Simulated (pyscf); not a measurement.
This saddle point was located with ωB97X-D3(BJ)/def2-SVP in PySCF.

```
O
Si 1 1.6229
H 1 1.3529 2 125.27
O 3 1.0786 1 157.73 2 118.95
C 4 1.4269 3 109.66 1 -99.89
H 5 1.1005 4 109.30 3 -118.27
H 5 1.1008 6 109.52 4 -121.24
H 5 1.1026 6 108.59 7 -119.38
H 4 1.2101 3 87.73 1 10.64
C 9 1.4068 4 166.84 3 -6.52
H 10 1.0968 9 98.55 4 126.50
H 10 1.0972 11 115.73 9 -109.22
C 10 1.4017 11 117.13 12 -144.90
H 13 1.0922 10 119.85 11 -8.08
H 13 1.0927 14 114.80 10 -157.68
O 2 1.6645 1 112.24 3 114.11
H 16 0.9626 2 114.23 1 -27.42
O 2 1.6649 1 107.60 3 -9.61
H 18 0.9627 2 115.05 1 -173.18
O 2 1.6662 1 113.53 3 -127.70
H 20 0.9628 2 113.78 1 -100.35
```

Surface: singlet, charge 0. Lowest wavenumbers (cm⁻¹): 1458i, 3, 60, 83, 111.

**Question.** Name the species on either side of this saddle.

**Answer.** `[CH3][CH2][O][Si]([OH])([OH])[OH]` + `[CH3][OH]` ⇌ `[CH2]=[CH2]` + `[OH][Si]([OH])([OH])[OH]` + `[CH3][OH]`, a multi-bond step read from left to right: C–H, C–O, H–O broken and H–O, H–O formed. At ωB97M-D3(BJ)/def2-TZVP it lies +2.11 eV from the left side and +1.38 eV from the right (each side as separated species at their lowest minima found). On the reactant side the descent ends in a complex (not fully relaxed), 0.21 eV under the separated species and 2.44 eV under the saddle at ωB97X-D3(BJ)/def2-TZVP. On the product side the descent ends in a bound adduct (not fully relaxed), 0.59 eV under the separated species and 1.95 eV under the saddle at ωB97X-D3(BJ)/def2-TZVP. At ωB97X-D3(BJ)/def2-TZVP the barrier from the zero used here is 2.23 eV. This is the saddle that the search found; another between the same sides may lie lower.
